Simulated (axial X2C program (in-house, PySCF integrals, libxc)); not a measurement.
Potential curves of SiP, 2c

All values were computed with an axial X2C code built on PySCF integrals. Two-component (2c) means X2C with spin–orbit coupling and atomic mean-field two-electron Coulomb and Gaunt terms. Basis: P dyall-v3z [8s7p2d1f], Si dyall-v3z [8s7p2d1f] (cores contracted in-house); Gaussian nuclei, density fitting, unrestricted open shells. Masses: P 30.974 u, Si 27.977 u.

State: Ω = 3/2 (⟨Sz⟩ = 0.50, ⟨Lz⟩ = 1.00 at PBEsol). Energies in cm⁻¹ from the fragments at the same level (P + Si). Fits are polynomials in 1 − R0/R over 0.85 to 1.23 times the lowest point R0.

```
 R (Å)  PBEsol    PBE0    CCSD
1.8122  -23234  -19665        
1.8955  -28716  -24980  -21226
1.9580  -31158  -27265  -23575
2.0205  -32507  -28437  -24750
2.0830  -33004  -28740  -24991
2.1559  -32760  -28257  -24418
2.2288  -31859  -27112  -23220
2.3225  -30026  -24997  -21141
2.4371  -27147  -21975        
2.6038  -22447  -17655
```

Correlated methods: 9 electrons correlated (number of frozen shells: P 2 s, 1 p; Si 2 s, 1 p), 139 virtual spin orbitals or spinors in MP2, 90 natural virtuals in coupled cluster.

Occupations by symmetry block were frozen at the best pattern of an incomplete PBE0 search. De is counted from the lowest determinant-based energies of the atoms at the same level, without counterpoise correction. Density functionals use the spin component along the axis (collinear). CCSD ran in a truncated set of natural virtual spinors with an MP2 remainder; without triples it tends to underbind. The 2c atoms are single determinants rather than J levels; their spin–orbit lowering is only partly caught, and De is too large by that part. This holds for PBEsol, PBE0, CCSD. PBE0 can misorder states that lie within some tenths of an eV, so this need not be the ground state of the molecule. The nearest other 2c determinant of the search, Ω = 1/2, lies 0.02 eV up at the distance of the search. The functionals have no current-density term, which raises determinants with orbital currents, atoms included. At some level and bond length an empty orbital lies below a filled one. The determinant is spin-polarised beyond a pure state at some levels (its spin-free form has ⟨S²⟩ too high), which makes Re and μ there less reliable. The T1 diagnostic is large, a sign of multireference character. Coupled cluster ran on the points near the minimum only. MP2 and coupled cluster on one determinant become unreliable at the stretched end.

**Question.** Fit the PBEsol curve near its minimum: give the equilibrium distance, the harmonic wavenumber and the well depth.

**Answer.** At PBEsol, 2c: Re = 2.097 Å, ωe ≈ 604 cm⁻¹, De = 4.09 eV to P + Si; Be follows as 0.261 cm⁻¹.

**Question.** What are Re, ωe and De at the PBE0 level?

**Answer.** At PBE0, 2c: Re = 2.077 Å, ωe ≈ 634 cm⁻¹, De = 3.56 eV to P + Si; Be follows as 0.266 cm⁻¹.

**Question.** What are Re, ωe and De at the CCSD level?

**Answer.** At CCSD, 2c: Re = 2.071 Å, ωe ≈ 656 cm⁻¹, De = 3.10 eV to P + Si; Be follows as 0.267 cm⁻¹.
